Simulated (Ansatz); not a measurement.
# BFH2O: the cost of one run

Method: RKS PBE-D4/def2-SVP, in Ansatz 0.2.0.

## (1) The starting structure

Bond lengths: B1–O2 1.610 Å, O2–H3 1.010 Å, B1–F5 1.320 Å. Angles: B1–O2–H3 75.9°, O2–B1–F5 155.0°.

Structure file:

```xyz
5

B     0.0000    0.0000    0.0000
O     0.9238    0.0000    1.3186
H     0.0143   -0.2814    1.6557
H     1.3899    0.0000    0.0173
F    -1.1431    0.0000   -0.6600
```

## (2) Pulling towards end A

Springs on the bonds that form and break draw the guess towards this end; the thresholds are loose.

File input.yaml:

```yaml
crystal:
  periodic: [false, false, false]
  atoms:
    - { symbol: B, position_ang: [0.0, 0.0, 0.0] }
    - { symbol: O, position_ang: [0.9238, 0.0, 1.3186] }
    - { symbol: H, position_ang: [0.0143, -0.2814, 1.6557] }
    - { symbol: H, position_ang: [1.3899, 0.0, 0.0173] }
    - { symbol: F, position_ang: [-1.1431, 0.0, -0.66] }
basis:
  gaussian: { orbitals: def2-SVP }
hamiltonian:
  xc: pbe
  dispersion: d4
relax:
  f_tol: 0.15
  max_steps: 25
  restrain:
    - { distance: [1, 3], at: 2.21, k: 30.0 }
    - { distance: [0, 1], at: 1.41, k: 30.0 }
    - { distance: [0, 3], at: 1.19, k: 30.0 }
```

Started as:

```bash
ansatz run input.yaml --threads 1 --pin off --max-ram 2048MiB --backend cpu --events-out ev --progress --plain --runs-dir out
```

Q: Estimate wall time and peak memory on 1 thread of Intel Xeon Platinum 8559C (Emerald Rapids), shared host.

About 4.4 s, with a peak of 0.14 GiB.
